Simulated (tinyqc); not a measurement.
Worked calculation: Born-Oppenheimer dynamics on the UHF/sto-6g surface (energies and gradients from PySCF), for BH2, spin multiplicity 2. Computed by tinyqc, a small Python program that keeps every step (integrals from PySCF). Settings: charge = 0, multiplicity = 2, basis = sto-6g, time step (fs) = 0.2, steps = 24. Command: `OMP_NUM_THREADS=1 python tinyqc.py 23148 23149 out.jsonl` (the two numbers bound the seeds that draw the settings). One thread of a shared host (Intel(R) Xeon(R) Processor @ 2.60GHz), about 4 s of CPU time with the checks.

## Velocity Verlet step 1

positions (bohr), order 1B, 2H, 3H:
```
[[0.032125, -0.030236, 0.058582],
 [0.015118, 1.919962, 1.088482],
 [0.017008, -2.059801, 1.118718]]
```

velocities (bohr per atomic time unit), order 1B, 2H, 3H:
```
[[0.000024838, 0.000064455, 0.000071109],
 [-0.000149162, -0.000504545, -0.000546891],
 [-0.000122162, -0.000199545, -0.000229891]]
```

gradient (hartree/bohr), order 1B, 2H, 3H:
```
[[0.00026144, 0.02405406, -0.01790860],
 [-0.00004560, 0.00769320, 0.00266686],
 [-0.00021583, -0.03174726, 0.01524175]]
```

masses (electron masses): [20068.735323, 1837.152588, 1837.152588]

gradient after step 1 (hartree/bohr), order 1B, 2H, 3H:
```
[[0.00026031, 0.02619420, -0.01660810],
 [-0.00002843, 0.00569862, 0.00147140],
 [-0.00023188, -0.03189283, 0.01513670]]
```

dt = 0.2 fs = 8.2683 atomic units; x' = x + v dt - g dt^2 / (2m); after the new gradient g', v' = v - (g + g') dt / (2m).

positions after step 1 (bohr), order 1B, 2H, 3H:
```
[[0.032330, -0.029744, 0.059200],
 [0.013885, 1.915647, 1.083911],
 [0.016001, -2.060861, 1.116533]]
```

velocities after step 1 (bohr per atomic time unit), order 1B, 2H, 3H:
```
[[0.000024730, 0.000054104, 0.000078219],
 [-0.000148996, -0.000534681, -0.000556203],
 [-0.000121155, -0.000056336, -0.000298252]]
```

## Velocity Verlet step 2

gradient after step 2 (hartree/bohr), order 1B, 2H, 3H:
```
[[0.00025192, 0.02805323, -0.01509836],
 [-0.00000717, 0.00362088, 0.00024677],
 [-0.00024475, -0.03167411, 0.01485160]]
```

As before.

positions after step 2 (bohr), order 1B, 2H, 3H:
```
[[0.032534, -0.029341, 0.059875],
 [0.012654, 1.911120, 1.079285],
 [0.015004, -2.060733, 1.113786]]
```

velocities after step 2 (bohr per atomic time unit), order 1B, 2H, 3H:
```
[[0.000024625, 0.000042929, 0.000084751],
 [-0.000148915, -0.000555653, -0.000560070],
 [-0.000120082, 0.000086708, -0.000365734]]
```

## Energy conservation

The total energy should stay constant up to terms of order dt^2; the step counts as short enough if it moves by less than 2 % of the largest kinetic energy.

Trajectory:
```
time (fs)  1B-2H (angstrom)  potential (hartree)  kinetic (hartree)  total (hartree)
0.000000           1.167103         -25.66525641         0.00072646     -25.66452995
0.200000           1.163578         -25.66529225         0.00076218     -25.66453006
0.400000           1.159970         -25.66536205         0.00083179     -25.66453026
0.600000           1.156331         -25.66546271         0.00093216     -25.66453055
0.800000           1.152713         -25.66558975         0.00105885     -25.66453090
1.000000           1.149168         -25.66573759         0.00120626     -25.66453132
1.200000           1.145749         -25.66589960         0.00136781     -25.66453180
1.400000           1.142505         -25.66606841         0.00153610     -25.66453231
1.600000           1.139483         -25.66623602         0.00170318     -25.66453284
1.800000           1.136728         -25.66639412         0.00186074     -25.66453338
2.000000           1.134278         -25.66653435         0.00200045     -25.66453391
2.200000           1.132169         -25.66664864         0.00211424     -25.66453440
2.400000           1.130430         -25.66672957         0.00219475     -25.66453482
2.600000           1.129084         -25.66677088         0.00223573     -25.66453515
2.800000           1.128145         -25.66676785         0.00223250     -25.66453535
3.000000           1.127624         -25.66671788         0.00218248     -25.66453540
3.200000           1.127521         -25.66662087         0.00208561     -25.66453526
3.400000           1.127832         -25.66647963         0.00194469     -25.66453493
3.600000           1.128544         -25.66630005         0.00176564     -25.66453440
3.800000           1.129637         -25.66609112         0.00155743     -25.66453369
4.000000           1.131087         -25.66586463         0.00133179     -25.66453284
4.200000           1.132862         -25.66563458         0.00110270     -25.66453189
4.400000           1.134929         -25.66541630         0.00088538     -25.66453093
4.600000           1.137247         -25.66522529         0.00069526     -25.66453002
4.800000           1.139775         -25.66507594         0.00054667     -25.66452927
```

The total energy moves within 6.1e-06 hartree, under 2 % of the largest kinetic energy.
